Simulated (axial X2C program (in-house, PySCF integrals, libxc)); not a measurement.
# Basis sets for SiP

All values come from calculations with an in-house all-electron X2C program for linear molecules (integrals from PySCF), spin-free (one-electron X2C) or two-component (2c: spin–orbit coupling with atomic mean-field Coulomb and Gaunt terms, which also bring small scalar terms), in Dyall basis sets with cores contracted in-house; open shells are unrestricted.

```json
{"Hamiltonian": "spin-free", "level": "PBE0", "Dyall basis": "P v2z, Si v2z", "state": "M_S = 1/2, Λ = 1", "Re (Å)": "2.088", "ωe (cm⁻¹)": "627.8", "De (eV)": "3.43"}
{"Hamiltonian": "spin-free", "level": "PBEsol", "Dyall basis": "P v2z, Si v2z", "state": "M_S = 1/2, Λ = 1", "Re (Å)": "2.108", "ωe (cm⁻¹)": "596.9", "De (eV)": "3.99"}
{"Hamiltonian": "2c", "level": "PBE0", "Dyall basis": "P v2z, Si v2z", "state": "Ω = 3/2", "Re (Å)": "2.088", "ωe (cm⁻¹)": "627.8", "De (eV)": "3.44"}
{"Hamiltonian": "2c", "level": "PBEsol", "Dyall basis": "P v2z, Si v2z", "state": "Ω = 3/2", "Re (Å)": "2.109", "ωe (cm⁻¹)": "596.8", "De (eV)": "4.00"}
```

In the other basis sets:

```tsv
Hamiltonian	level	Dyall basis	state	Re (Å)	ωe (cm⁻¹)	De (eV)
spin-free	PBE0	P v3z, Si v3z	M_S = 1/2, Λ = 1	2.077	633.6	3.55
spin-free	PBEsol	P v3z, Si v3z	M_S = 1/2, Λ = 1	2.096	603.7	4.08
2c	PBE0	P v3z, Si v3z	Ω = 3/2	2.077	633.6	3.56
2c	PBEsol	P v3z, Si v3z	Ω = 3/2	2.097	603.6	4.09
```

(1) How far does the basis move Re and ωe?

Each entry is the lowest single determinant of a limited PBE0 search at one distance. De goes to single-determinant-based atoms at the same level (for ions the charge split of lowest energy) and is withheld (n/a) where an atom does not fit its ground term or J level. Main or longest-lived isotopes. One determinant is a doubtful description, or other states lie close, for SiP; these need not be ground states, and all values refer to the states named. Some light 2c atoms are not at their ground J level, so De misses part of their lowering (0.04 eV or less). The functionals have no current term, which raises determinants with orbital currents.

Results:

(1) PBE0 spin-free, P v2z, Si v2z to P v3z, Si v3z: ΔRe -0.011 Å, Δωe 5.8 cm⁻¹; PBEsol spin-free, P v2z, Si v2z to P v3z, Si v3z: ΔRe -0.012 Å, Δωe 6.8 cm⁻¹; PBE0 2c, P v2z, Si v2z to P v3z, Si v3z: ΔRe -0.011 Å, Δωe 5.8 cm⁻¹; PBEsol 2c, P v2z, Si v2z to P v3z, Si v3z: ΔRe -0.012 Å, Δωe 6.8 cm⁻¹.
